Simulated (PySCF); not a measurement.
Ionisation of cyanoallene

Molecule: cyanoallene, `C=C=CC#N` (C4H3N). Numbering: `[CH2:1]=[C:2]=[CH:3][C:4]#[N:5]`

Level of theory: ωB97X-D3(BJ)/ma-def2-TZVP single points in PySCF, grid level 2; every species was optimised with PBE0-D3(BJ)/def2-SVP. The prefix ma- adds one diffuse s and one diffuse p function on all atoms but H. Thermal corrections: PBE0-D3(BJ)/def2-SVP frequencies, unscaled, ideal gas at 298.15 K and 1 bar, quasi-RRHO entropy.

Frontier levels of the parent: HOMO -10.52 eV, LUMO 0.60 eV.

Oxidation to the radical cation:
- Vertical ionisation energy (electronic): 10.44 eV
- Adiabatic ionisation energy (with zero-point energy): 10.18 eV
- Adiabatic, electronic part: 10.26 eV
- Vertical gap at the product's structure: 9.83 eV
- Inner reorganisation energy (four-point): 616 meV
- Relaxation of product / of parent: 181 / 435 meV
- ⟨S²⟩ of the product: 0.786
- Largest spin populations: C3 0.37, N5 0.35, C2 0.25, C4 -0.13
- Largest changes of atomic charge: N5 0.24, C3 0.19, C2 0.17, C1 0.14
- Distances that move most (Å): C2–C3 1.318 → 1.357; C3–C4 1.428 → 1.398; C4–N5 1.160 → 1.171; C1–H 1.095 → 1.105
- Potential in DMSO: 7.57 V absolute, 3.04 V against Fc+/Fc computed at 4.53 V (solvation -28 → -277 kJ/mol)

Solvents are IEF-PCM continua (electrostatics only, gas-phase structures); absolute potentials refer to an electron at rest in vacuum. Fc+/Fc in DMSO, 4.53 V, is ωB97X-D3(BJ)/ma-def2-TZVP on PBE0-D3(BJ)/def2-SVP structures with GFN2-xTB thermal terms. Benchmark calculations put it near 5.0 V in acetonitrile and DMSO, so it is about 0.5 V low, and the value against it can read up to that much too high.

Measured values (NIST Chemistry WebBook, evaluated or the median of agreeing entries): vertical ionisation energy 10.35 eV (computed 10.44, difference 0.09); adiabatic ionisation energy 10.10 eV (computed 10.18, difference 0.08).

Run with `OMP_NUM_THREADS=1 python redox_run.py task.json out` on 1 thread of Arm Neoverse V2, a shared host. Structures, frequencies and single points: 5.3 min of wall time.
